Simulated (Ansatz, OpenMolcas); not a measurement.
## Si2NH6 (SMILES [SiH2]N[SiH3]): the vertical energy of the quartet above the doublet, rung by rung

Si2NH6 has 9 atoms, charge 0, and is taken as a doublet. SMILES: `[SiH2]N[SiH3]`. Geometry: relaxed at PBE0-D4/def2-TZVP. This is one conformer, not always the lowest.

Quantity: the vertical energy of the quartet above the doublet, in eV. The values are calculated.

```csv
level,kind,program,value (eV)
U-revPBE/cc-pVDZ,GGA,Ansatz,6.01
UM06-L/cc-pVDZ,meta-GGA,OpenMolcas,6.42
UTPSS/cc-pVDZ,meta-GGA,OpenMolcas,6.14
UB3LYP/cc-pVDZ,global hybrid,OpenMolcas,6.32
UHSE06/cc-pVDZ,range-separated hybrid,Ansatz,6.23
UB2PLYP/cc-pVDZ,double hybrid,Ansatz,6.57
RPA@PBE0/cc-pVDZ,RPA,Ansatz,6.63
UMP2/cc-pVDZ,perturbation theory,Ansatz,6.90
UBCCD(T)/cc-pVDZ,coupled cluster or CI,Ansatz,6.64
```

The values span 6.01 to 6.90 eV.
